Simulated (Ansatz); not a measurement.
`C[SiH2]Cl`, charge 0, multiplicity 1.

Give a relaxed structure at PBE0-D4/def2-TZVP (the Gaussian-basis code of Ansatz). (Best estimate.)

Ansatz gave: 
Z-matrix (Å, degrees):
```
C
Si 1 1.857
H 1 1.092 2 110.8
H 1 1.094 2 110.0 3 119.8
H 1 1.092 2 110.8 3 -120.4
Cl 2 2.062 1 109.6 3 60.1
H 2 1.483 1 111.6 3 178.7
H 2 1.483 1 111.5 3 -58.5
```
Point group Cs.
